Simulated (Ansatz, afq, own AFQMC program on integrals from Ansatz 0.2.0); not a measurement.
**Where AFQMC and coupled cluster stand for SiH₂O, triplet**

```xyz
4

Si    0.0245    0.0231    0.5950
O    -0.0947   -0.0954   -1.0505
H     0.0957    1.1076    1.6250
H     0.7244   -0.2387   -1.5298
```

Connectivity, by distances: SiH–OH.

Basis cc-pVDZ. Noble-gas cores (and the filled d shells of Ga–Kr and In–Xe) are frozen. Integrals, coupled cluster, full CI and functionals: Ansatz 0.2.0; the random walks run on the same integrals in our own AFQMC program. ph-AFQMC/CISD is guided by a CISD state made of CCSD amplitudes; releasing the constraint for a short imaginary time cuts its bias at the price of noise, slowly where states lie close. Free projection: walkers drawn from exp(T), propagated without any constraint. Its projection time is finite, and what remains of the start isn't in its error. Error bars are statistical, one sigma.

Determinant: UHF, the one that the program's search chose, which needn't be the lowest solution. The geometry is a point of a scan.

No full CI on the walks' own integrals is used here; CCSDT(Q) serves as the reference and is uncertain by about the last step of the cluster series.

Cautions: lower spins were not checked.

* T1 diagnostic: 0.0181
* weight of the determinant in the CISD state: 0.900
* ⟨S²⟩ of the determinant: 2.005
* size of the correlated space: 12 electrons in 36 orbitals

Reference: CCSDT(Q), correlation energy -7.688 eV. The released energy is read at 2.40 1/Eh (meV from the phaseless value at times in 1/Eh: -13 ± 13 at 0.24, -28 ± 13 at 0.51, -22 ± 14 at 0.99, 5 ± 14 at 1.62, -29 ± 24 at 2.40).

| level | E − E(reference) (kJ/mol) | share of correlation (%) |
| --- | --- | --- |
| HF | 741.8 | 0.00 |
| MP2 | 70.5 | 90.49 |
| CCSD | 20.2 | 97.28 |
| CCSD(T) | 3.7 | 99.49 |
| CCSDT | 1.9 | 99.74 |
| ph-AFQMC/CISD | 0.5 ± 1.5 | 99.93 |
| released AFQMC | -2.2 ± 2.4 | 100.30 |
| free AFQMC | 0.3 ± 1.8 | 99.97 |

Free projections are given only where their last times agree within the noise and don't stop above the reference; a slow remainder of the start can still hide under it. Released energies are given only where the last usable release times agree within the noise; a slower fall can still hide under it.
